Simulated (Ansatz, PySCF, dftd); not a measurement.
System: C2H7N, charge 0, singlet. C2H7N (SMILES CCN).
B3LYP-D3(BJ)/def2-TZVP minimum from Ansatz (an electronic-structure program):
```xyz
10

C      1.2101    -0.3675    -0.0020
C      0.0059     0.5734    -0.0002
N     -1.3057    -0.0740     0.0024
H      2.1508     0.1897    -0.0039
H      1.2028    -1.0109     0.8816
H      1.1996    -1.0116    -0.8851
H      0.0502     1.2284    -0.8744
H      0.0533     1.2290     0.8732
H     -1.4054    -0.6706     0.8165
H     -1.4083    -0.6712    -0.8110
```
Charge 0, spin multiplicity 1.

Quantity: enthalpy of formation at 298 K (by atomisation, with ideal-gas terms from PySCF's Hessian at B3LYP-D3(BJ)/def2-TZVP and the atoms' measured values of the G2/97 table; no spin-orbit terms), in kJ/mol. Radicals and triplets start from unrestricted determinants; spin-orbit coupling is neglected. Cores are frozen in correlated methods. Rows without X2C or -DK are non-relativistic. The Monte Carlo rows (phaseless AFQMC, CISD trial, step 0.005/hartree) carry one-sigma bars that omit the constraint's bias. Outlying blocks are dropped, and bars are widened where a walk drifts. Over all cases where full CI ran beside it in this data, AFQMC minus full CI had a median of +0.1 mEh and passed +0.4 mEh in a tenth of the cases. CBS(X,Y): correlation extrapolated as X^-3, Hartree-Fock from the larger set. A bracket is a step between two methods taken in the basis named. The functionals are non-relativistic, so their misses hold any scalar relativity. '+ core + X2C': CCSD(T) terms for core correlation (cc-pwCVTZ) and scalar relativity (cc-pVTZ-DK). For partners of very few electrons the exact lower level stands in for a higher one.

Measured: -11.3 kcal/mol, -47.3 kJ/mol (G2/97 table in ASE (Curtiss et al.)); atomic spin-orbit terms, which the calculations lack, would raise the computed values.

Q: Rank these levels by their absolute error against that value, smallest first: CAM-B3LYP-D4/def2-TZVPD (Ansatz + dftd4); CCSDT(Q)/cc-pVDZ (Ansatz); wB97M-V/def2-TZVPD (Ansatz); HF/cc-pVTZ (Ansatz); CCSD(T)/cc-pVTZ (Ansatz).

A: wB97M-V/def2-TZVPD (-53.8 kJ/mol, error -6.5), CAM-B3LYP-D4/def2-TZVPD (-70.3 kJ/mol, error -23.0), CCSD(T)/cc-pVTZ (43.7 kJ/mol, error 91.0), CCSDT(Q)/cc-pVDZ (228.3 kJ/mol, error 275.6), HF/cc-pVTZ (944.2 kJ/mol, error 991.5)
